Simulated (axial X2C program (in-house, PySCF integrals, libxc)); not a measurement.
## Spectroscopic constants of NO⁻

Calculated with an axial X2C code built on PySCF integrals. Spin-free means the one-electron spin-free X2C Hamiltonian; two-component (2c) means X2C with spin–orbit coupling and atomic mean-field two-electron Coulomb and Gaunt terms, so the difference of the two also holds small scalar two-electron terms. Basis: O dyall-av3z [7s6p3d2f], N dyall-av3z [7s7p3d2f] (cores contracted in-house); Gaussian nuclei, density fitting, unrestricted open shells. Masses: O 15.995 u, N 14.003 u.

State, spin-free: M_S = 1, Λ = 0 (beyond evenly filled blocks: π+α, π-α); electrons by block: σα: 5, σβ: 5, π+α: 2, π+β: 1, π-α: 2, π-β: 1. Fragments: O- + N.

State, 2c: Ω = 1 (⟨Sz⟩ = 1.00, ⟨Lz⟩ = 0.00 at PBE0); electrons by block: 1/2: 6, -1/2: 7, 3/2: 2, -3/2: 1. Fragments: O- + N.

```tsv
Hamiltonian	level	Re (Å)	ωe (cm⁻¹)	Be (cm⁻¹)	αe (cm⁻¹)	De (eV)	D0 (eV)	k (mdyn/Å)	μ (D)
2c	PBE0	1.246	1449.3	1.455	0.0134	5.43	5.34	9.24	-1.33
2c	HF	1.240	1561.4	1.468	0.0144	2.52	2.42	10.7	-0.35
2c	MP2	1.264	1421.5	1.414	0.0133	5.11	5.02	8.89	n/a
2c	CCSD	1.262	1430.4	1.418	0.0149	4.72	4.63	9	n/a
2c	CCSD(T)	1.270	1385.8	1.4	0.0151	4.89	4.81	8.45	n/a
2c	B3LYP	1.255	1385.9	1.432	0.0138	5.35	5.27	8.45	-1.33
```

Spin-free values that have a 2c row agree with it to the digits that matter (0.001 Å, 0.01 eV) and are not repeated.

Correlated methods: 12 electrons correlated (number of frozen shells: O 1 s; N 1 s), 196 virtual spin orbitals or spinors in MP2, 90 natural virtuals in coupled cluster.

Dipoles are positive if N is the positive end and refer to the centre of mass.

Occupations by symmetry block were frozen at the best pattern of an incomplete PBE0 search. Dissociation energies refer to the lowest single-determinant-based atoms at the same level and basis. Density functionals use the spin component along the axis (collinear). CCSD and (T) use frozen natural virtuals with an MP2 correction for the truncation; (T) itself is uncorrected, so its De runs slightly low. In 2c an atomic determinant is not the ground J level, so De misses part of the atomic spin–orbit lowering. This holds for PBE0, B3LYP. PBE0 can misorder states that lie within some tenths of an eV, so this need not be the ground state of the molecule. The nearest other 2c determinant of the search, Ω = 0, lies 0.95 eV up at the distance of the search. The functionals have no current-density term, which raises determinants with orbital currents, atoms included. With several unpaired electrons one determinant need not be a pure state. Open-shell Ω = 0 determinants with evenly filled partner blocks cannot be reached by this program, so the Ω shown need not be the lowest component. This is the Ω = 1 component of a π² triplet; the 0⁺ component is not one determinant and can lie lowest. The highest occupied level of some functionals is positive through self-interaction error; at Hartree–Fock it is bound. Hartree–Fock gets electron affinities wrong, so its lowest charge split need not be the true one.

Rough cost a point (2c) on 1 thread(s) of a shared host, integrals apart: PBE0 0.22 s, HF 0.11 s, CCSD(T) 4 s, B3LYP 0.23 s.
